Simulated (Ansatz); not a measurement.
Rutile TiO2, treated with r²SCAN-D4 (PAW; Ansatz, a program for electronic structure).

Run with plane-wave cutoff 560 eV, 8×8×12 k mesh (along the axes of the cell as run), Fermi–Dirac smearing 0.01 eV, no spin polarisation, scalar-relativistic PAW data made under PBE.

Shape and atoms are relaxed at each volume.

Pressure at four volumes; x = ln(V/10.330 Å³). One pressure is withheld.

| V (Å³/atom) | x | P (GPa) |
|---|---|---|
| 9.917 | -0.0408 | ? |
| 10.123 | -0.0202 | 4.96 |
| 10.330 | 0.0000 | 0.00 |
| 10.743 | 0.0392 | -8.25 |

Problem. Pass a parabola P(x) through the three rows shown, estimate the bulk modulus and its pressure derivative near zero pressure, and predict the withheld pressure.

Solution. Slopes between the rows: (0.00 − (4.96))/(0.0000 − (-0.0202)) = -245.54 and (-8.25 − (0.00))/(0.0392 − (0.0000)) = -210.46 GPa. Their difference over the span 0.0594 is c = 35.08/0.0594 = 590.6 GPa, so P(x) = 4.96 + (-245.54)(x − (-0.0202)) + 590.6 (x − (-0.0202))(x − (0.0000)). At the middle row B = −dP/dx = −[-245.54 + 590.6 × 0.0202] = 233.6 GPa, and B′ = dB/dP = 2c/B = 5.1. At x = -0.0408 the parabola gives 10.51 GPa; the run gives 10.54 GPa. The Birch–Murnaghan fit to the energies at all volumes has B0 = 233 GPa and B′ = 5.2.

Measured, for comparison: bulk modulus 212 ± 1 GPa (room temperature, not corrected to a static lattice, adiabatic, from measured elastic constants, our sources range from 210 to 239; as tabulated in Elasticity of TiO2 rutile to 1800 K). Computed (rounded) less measured: bulk modulus not scored (sources differ).

Note: the bulk modulus comes from volumes at which shape and atoms were relaxed.
